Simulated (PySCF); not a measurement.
A geometry optimisation, step by step.

C₄H₁₀.
Numbering: `[CH3:1][CH:2]([CH3:3])[CH3:4]` (hydrogens: H5, H6, H7 on C1; H8 on C2; H9, H10, H11 on C3; H12, H13, H14 on C4)

Method: PBE0-D3(BJ)/def2-SVP geometry optimisation, gas phase in PySCF 2.14.0; density fitting, grid level 1; the optimiser is geomeTRIC in internal coordinates, started from a GFN2-xTB structure with every atom displaced at random (about 0.01 Å). The frame can shift and turn from step to step; on so coarse a grid that alone can change the energy by a few meV, and forces under 0.02 eV/Å are noise.

Step 0: E = -4303.3168 eV, largest atomic force 2.289 eV/Å
```
atom  x, y, z in Å  |  force x, y, z in eV/Å
C1     -0.014    1.339   -0.630   -1.137   0.562   0.214
C2      0.024    0.118    0.249    0.713  -0.029  -0.388
C3      1.240   -0.717   -0.100    0.726   0.458   1.494
C4     -1.207   -0.708    0.092   -2.021   0.629   0.872
H5      0.857    1.964   -0.521    0.735   0.382   0.092
H6     -0.117    1.082   -1.683    0.030  -0.210  -0.453
H7     -0.890    1.971   -0.379    0.139  -0.074  -0.059
H8      0.124    0.449    1.291   -0.061   0.007   0.239
H9      2.167   -0.126    0.057   -0.176  -0.211  -0.177
H10     1.209   -1.052   -1.116   -0.020  -0.351  -1.100
H11     1.311   -1.593    0.559    0.027  -0.144  -0.043
H12    -1.200   -1.586    0.745    0.011  -0.220   0.095
H13    -2.146   -0.115    0.350    0.910  -0.555  -0.154
H14    -1.366   -1.042   -0.928    0.124  -0.246  -0.633
```

Step 1: E = -4303.4112 eV, largest atomic force 0.363 eV/Å
```
atom  x, y, z in Å  |  force x, y, z in eV/Å
C1     -0.046    1.371   -0.615    0.186   0.033  -0.052
C2      0.058    0.105    0.226   -0.142   0.023   0.105
C3      1.258   -0.740   -0.176   -0.048  -0.105  -0.282
C4     -1.249   -0.686    0.174    0.318  -0.144  -0.101
H5      0.856    2.000   -0.517   -0.057  -0.043  -0.013
H6     -0.161    1.122   -1.685   -0.005   0.005   0.034
H7     -0.911    1.979   -0.321   -0.081   0.061   0.027
H8      0.209    0.411    1.279    0.017  -0.006  -0.046
H9      2.193   -0.166   -0.105    0.086   0.048   0.020
H10     1.171   -1.092   -1.224   -0.025   0.055   0.162
H11     1.358   -1.629    0.464    0.007  -0.025   0.023
H12    -1.133   -1.664    0.662   -0.003  -0.093   0.035
H13    -2.041   -0.155    0.714   -0.238   0.116  -0.107
H14    -1.565   -0.873   -0.871   -0.013   0.078   0.196
```

Step 2: E = -4303.4217 eV, largest atomic force 0.120 eV/Å
```
atom  x, y, z in Å  |  force x, y, z in eV/Å
C1     -0.042    1.374   -0.611    0.000   0.017   0.003
C2      0.058    0.107    0.232   -0.078   0.015   0.063
C3      1.255   -0.739   -0.180    0.022  -0.016  -0.080
C4     -1.243   -0.692    0.179    0.099  -0.025   0.063
H5      0.862    1.997   -0.517   -0.004  -0.014   0.004
H6     -0.161    1.123   -1.679   -0.010   0.002   0.000
H7     -0.907    1.989   -0.316    0.005   0.001   0.000
H8      0.213    0.417    1.282    0.022  -0.021  -0.003
H9      2.195   -0.167   -0.116   -0.007  -0.007   0.006
H10     1.154   -1.088   -1.223   -0.013   0.007   0.024
H11     1.358   -1.631    0.458    0.005   0.003   0.004
H12    -1.135   -1.669    0.678   -0.005   0.028   0.015
H13    -2.063   -0.155    0.681   -0.019   0.015  -0.090
H14    -1.545   -0.886   -0.864   -0.017  -0.005  -0.009
```

Step 3: E = -4303.4260 eV, largest atomic force 0.073 eV/Å
```
atom  x, y, z in Å  |  force x, y, z in eV/Å
C1     -0.041    1.375   -0.605   -0.047   0.009   0.025
C2      0.058    0.109    0.238   -0.004   0.006  -0.012
C3      1.253   -0.740   -0.185    0.022   0.029   0.029
C4     -1.237   -0.694    0.181   -0.034   0.014   0.036
H5      0.865    1.993   -0.514    0.017   0.009  -0.001
H6     -0.168    1.125   -1.672   -0.004  -0.002  -0.005
H7     -0.903    1.994   -0.306    0.021  -0.011  -0.002
H8      0.218    0.419    1.287    0.014  -0.032   0.016
H9      2.194   -0.170   -0.126   -0.018  -0.012  -0.003
H10     1.137   -1.085   -1.225   -0.002  -0.013  -0.037
H11     1.359   -1.633    0.451    0.000   0.007  -0.002
H12    -1.140   -1.660    0.703   -0.012   0.039   0.019
H13    -2.076   -0.146    0.640    0.027   0.002  -0.011
H14    -1.521   -0.907   -0.862    0.020  -0.046  -0.053
```

Step 4: E = -4303.4291 eV, largest atomic force 0.111 eV/Å
```
atom  x, y, z in Å  |  force x, y, z in eV/Å
C1     -0.042    1.377   -0.598   -0.049   0.002   0.035
C2      0.059    0.108    0.242    0.047   0.010  -0.052
C3      1.251   -0.740   -0.191    0.003   0.037   0.064
C4     -1.234   -0.695    0.182   -0.103   0.036  -0.019
H5      0.868    1.991   -0.512    0.017   0.010  -0.004
H6     -0.178    1.130   -1.665   -0.001  -0.002  -0.006
H7     -0.898    2.000   -0.291    0.018  -0.009  -0.001
H8      0.222    0.415    1.291    0.005  -0.030   0.021
H9      2.193   -0.172   -0.136   -0.015  -0.006  -0.006
H10     1.126   -1.081   -1.231    0.007  -0.015  -0.043
H11     1.361   -1.635    0.442   -0.003   0.003  -0.006
H12    -1.151   -1.644    0.736   -0.011   0.025   0.022
H13    -2.087   -0.132    0.595    0.047  -0.007   0.028
H14    -1.493   -0.940   -0.861    0.037  -0.053  -0.032
```

Step 5: E = -4303.4317 eV, largest atomic force 0.110 eV/Å
```
atom  x, y, z in Å  |  force x, y, z in eV/Å
C1     -0.043    1.381   -0.589   -0.025  -0.004   0.026
C2      0.059    0.106    0.243    0.063   0.012  -0.054
C3      1.249   -0.741   -0.198   -0.014   0.025   0.053
C4     -1.234   -0.696    0.181   -0.093   0.022  -0.053
H5      0.872    1.988   -0.509    0.008   0.005  -0.007
H6     -0.191    1.140   -1.656    0.001   0.000  -0.004
H7     -0.891    2.006   -0.269    0.008  -0.004   0.002
H8      0.227    0.405    1.294   -0.005  -0.015   0.013
H9      2.192   -0.174   -0.144   -0.004   0.000  -0.005
H10     1.121   -1.077   -1.241    0.012  -0.007  -0.024
H11     1.361   -1.639    0.429   -0.004  -0.001  -0.006
H12    -1.171   -1.618    0.780   -0.006   0.005   0.016
H13    -2.095   -0.111    0.542    0.030  -0.006   0.040
H14    -1.459   -0.989   -0.859    0.029  -0.032   0.003
```

Step 6: E = -4303.4325 eV, largest atomic force 0.043 eV/Å
```
atom  x, y, z in Å  |  force x, y, z in eV/Å
C1     -0.043    1.382   -0.586   -0.005  -0.004   0.009
C2      0.060    0.105    0.240    0.030   0.005  -0.023
C3      1.250   -0.741   -0.202   -0.012   0.007   0.018
C4     -1.235   -0.696    0.179   -0.031   0.004  -0.029
H5      0.874    1.987   -0.509    0.002   0.000  -0.004
H6     -0.198    1.146   -1.653   -0.001   0.001  -0.001
H7     -0.888    2.009   -0.259    0.002   0.001   0.002
H8      0.227    0.398    1.293   -0.006  -0.002   0.004
H9      2.192   -0.174   -0.143    0.001   0.001   0.000
H10     1.125   -1.074   -1.246    0.007   0.001  -0.005
H11     1.360   -1.641    0.423   -0.003  -0.003  -0.004
H12    -1.180   -1.605    0.799   -0.001  -0.002   0.007
H13    -2.096   -0.102    0.525    0.008  -0.001   0.018
H14    -1.450   -1.012   -0.857    0.009  -0.007   0.009
```

Step 7: E = -4303.4326 eV, largest atomic force under 0.02 eV/Å
```
atom  x, y, z in Å  |  force x, y, z in eV/Å
C1     -0.043    1.383   -0.587    0.000  -0.002   0.000
C2      0.060    0.104    0.238    0.004   0.000  -0.003
C3      1.250   -0.741   -0.202   -0.003   0.000   0.001
C4     -1.236   -0.696    0.178    0.001  -0.002  -0.003
H5      0.875    1.987   -0.511    0.000  -0.002  -0.002
H6     -0.200    1.148   -1.653   -0.002   0.001   0.000
H7     -0.886    2.009   -0.257    0.001   0.002   0.002
H8      0.226    0.396    1.292   -0.003   0.003   0.000
H9      2.193   -0.175   -0.140    0.002  -0.001   0.002
H10     1.129   -1.072   -1.248    0.002   0.003   0.000
H11     1.358   -1.643    0.421   -0.002  -0.002  -0.002
H12    -1.181   -1.603    0.801    0.001  -0.001   0.001
H13    -2.095   -0.101    0.526   -0.001   0.000   0.001
H14    -1.451   -1.016   -0.856    0.000   0.002   0.003
```

Problem. Summarise the path.

Solution. The energy falls by 2.67 kcal/mol from step 0 to step 7; nine tenths of that is first reached at step 2. It falls at every step. The largest force goes from 2.289 to under 0.02 eV/Å. Among the bonds C4–H13 changes most, from 1.141 to 1.101 Å; the atoms move by 0.029 Å rms after alignment.

What follows is the cost of the whole optimisation. On one thread of an Arm Neoverse V2, shared host with 32 logical CPUs at a one-minute load of 16, this took 25 s wall and 0.44 GiB of memory at its peak.
